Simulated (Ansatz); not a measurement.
Input file:

```yaml
crystal:
  periodic: [false, false, false]
  atoms:
    - {symbol: S, position_ang: [0.064563, -0.349493, 1.660341]}
    - {symbol: Al, position_ang: [-0.100293, -0.275342, -0.526194]}
    - {symbol: Si, position_ang: [-0.023690, -0.291504, -2.880750]}
    - {symbol: H, position_ang: [0.059420, 0.916339, 1.746603]}
basis:
  gaussian: {orbitals: cc-pVDZ}
magnetization: {spin_polarized: true, initial_magnetization: 2}
correlation: {method: ccsdt_q, electrons: outside_noble_gas}
```

```sh
$ ansatz run in.yaml --threads 1 --pin off --events-out ev --progress --plain --max-ram 2393MiB
```

Log:

```
1126 factors; integrals over basis functions are off by at most 1.9e-7 eV
mean field evaluation 1: about -25276.7106 eV, gradient 9.5e0 eV
mean field evaluation 2: about -25276.7337 eV, gradient 9.5e0 eV
mean field evaluation 4: about -25277.7147 eV, gradient 1.4e0 eV
mean field evaluation 8: about -25277.7567 eV, gradient 1.3e-1 eV
mean field evaluation 16: about -25277.7588 eV, gradient 1.6e-6 eV
mean field evaluation 32: about -25277.7299 eV, gradient 7.0e-1 eV
mean field evaluation 64: about -25275.9283 eV, gradient 9.6e-3 eV
mean field evaluation 96: about -25275.6564 eV, gradient 4.0e-2 eV
mean field evaluation 128: about -25275.4177 eV, gradient 1.4e-1 eV
mean field evaluation 160: about -25274.1786 eV, gradient 9.3e0 eV
mean field -25277.75877514 eV, -928.9405011061 hartree, gradient 1.6e-6 eV, S^2 2.029330; 4 other end points of the search recorded, 0 dependent functions left out
determinant -25277.75877514 eV, -928.9405011061 hartree, with singles and doubles -25285.44702742 eV, -929.2230391662 hartree
determinant -25275.92832191 eV, -928.8732331906 hartree, with singles and doubles -25283.46860194 eV, -929.1503333706 hartree
determinant -25275.65502917 eV, -928.8631898678 hartree, with singles and doubles -25283.28432146 eV, -929.1435611879 hartree
15 core orbitals not correlated: weight in the atoms' cores, before any rotation towards them, 1.000 or more for the frozen orbitals, at most 0.000 for the correlated occupied ones
reference -25277.75877514 eV, -928.9405011061 hartree; 8, 6 occupied and 36, 38 virtual orbitals, 1126 factors
second order -6.59903784 eV of doubles, -0.00000000 eV of singles
cycle   1  -7.34742300 eV  change   -7.5e-1 eV  update   1.0e-1
cycle   2  -7.81512389 eV  change   -4.7e-1 eV  update   5.1e-2
cycle   3  -8.05609872 eV  change   -2.4e-1 eV  update   3.2e-2
cycle   4  -8.02964696 eV  change    2.6e-2 eV  update   1.2e-2
cycle   5  -8.03616220 eV  change   -6.5e-3 eV  update   6.5e-3
cycle   6  -8.04125257 eV  change   -5.1e-3 eV  update   2.8e-3
cycle   7  -8.03984457 eV  change    1.4e-3 eV  update   1.5e-3
cycle   8  -8.03991324 eV  change   -6.9e-5 eV  update   7.2e-4
cycle   9  -8.04048265 eV  change   -5.7e-4 eV  update   4.3e-4
cycle  10  -8.04023615 eV  change    2.5e-4 eV  update   2.3e-4
cycle  11  -8.04025215 eV  change   -1.6e-5 eV  update   1.4e-4
cycle  12  -8.04024712 eV  change    5.0e-6 eV  update   8.3e-5
cycle  13  -8.04026879 eV  change   -2.2e-5 eV  update   4.4e-5
cycle  14  -8.04030064 eV  change   -3.2e-5 eV  update   2.4e-5
cycle  15  -8.04031169 eV  change   -1.1e-5 eV  update   1.3e-5
cycle  16  -8.04030705 eV  change    4.6e-6 eV  update   7.5e-6
cycle  17  -8.04030593 eV  change    1.1e-6 eV  update   4.4e-6
cycle  18  -8.04030476 eV  change    1.2e-6 eV  update   2.5e-6
cycle  19  -8.04030417 eV  change    5.9e-7 eV  update   1.4e-6
perturbative correction -0.02609319 eV, -0.0009589072 hartree
Total energy: -25285.82517250 eV, -929.2369357416 hartree
```

Ran on 1 thread of Arm Neoverse V1, shared host: 2.7 min wall, 0.79 GiB peak host memory.
